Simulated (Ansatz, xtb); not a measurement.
## Relative energy of two structures of CH2AlO

Structure X is a doublet given by its coordinates and structure Y is `[CH2][O][Al]`, a doublet. Both are isolated molecules in the gas phase, relaxed with PBE0-D3(BJ)/def2-SVP; the shapes shown needn't be the lowest conformers.

X (Å):

```csv
atom,x (Å),y (Å),z (Å)
C,-0.4678,0.8141,-0.6212
Al,0.1584,-0.9349,-0.0874
O,-0.8414,1.8589,-0.9388
H,-1.0196,-1.9472,0.1823
H,1.7308,-1.0275,-0.0227
```

Close contacts (Å): C1–Al2 1.93, C1–O3 1.15, Al2–H4 1.58, Al2–H5 1.58.

Y (Å):

```
atom    x (Å)   y (Å)   z (Å)
   C  -2.8018  0.9368  1.0532
  Al   0.1169  1.1866  0.2440
   O  -1.5334  1.0453  0.7017
   H  -3.0646  0.9889  2.1137
   H  -3.5587  0.8058  0.2745
```

Question: Which of the two would you expect CCSD(T)/def2-TZVP electronic energies to favour?

Answer: Structure Y; the calculation gives E(Y) − E(X) = −0.575 eV.

Level by level:

| level | geometry | E(Y) − E(X) (eV) | departure from the last row (eV) | job, with rough time for the two |
| --- | --- | --- | --- | --- |
| GFN2-xTB | GFN2-xTB | −0.711 | −0.136 | optimisation, 0.13 s |
| HF/STO-3G | GFN2-xTB | −0.818 | −0.242 | single point, 0.36 s |
| r2SCAN-D4/def2-SVP | GFN2-xTB | −1.006 | −0.431 | single point, 4.9 s |
| PBE0-D3(BJ)/def2-SVP | PBE0-D3(BJ)/def2-SVP | −0.712 | −0.137 | optimisation, 37 s |
| HF/def2-TZVP | PBE0-D3(BJ)/def2-SVP | −0.719 | −0.144 | part of the CCSD(T) run |
| MP2/def2-TZVP | PBE0-D3(BJ)/def2-SVP | −0.548 | +0.027 | part of the CCSD(T) run |
| CCSD(T)/def2-TZVP | PBE0-D3(BJ)/def2-SVP | −0.575 |  | single point, 47 s |

None of the levels shown reverses the order. The largest departure from CCSD(T)/def2-TZVP is that of r2SCAN-D4/def2-SVP, 0.431 eV.

With harmonic frequencies from PBE0-D3(BJ)/def2-SVP (ideal gas, rigid rotor, one conformer each, 298.15 K, 1 atm): the zero-point term adds +0.181 eV; ΔH is −0.391 and ΔG −0.396 eV.

Open shells are spin-unrestricted. The correlated steps freeze 7 core orbitals. Programs: Ansatz 0.2.0, xtb 6.7.1; the last row on 1 thread of Arm Neoverse V1 on a shared host.
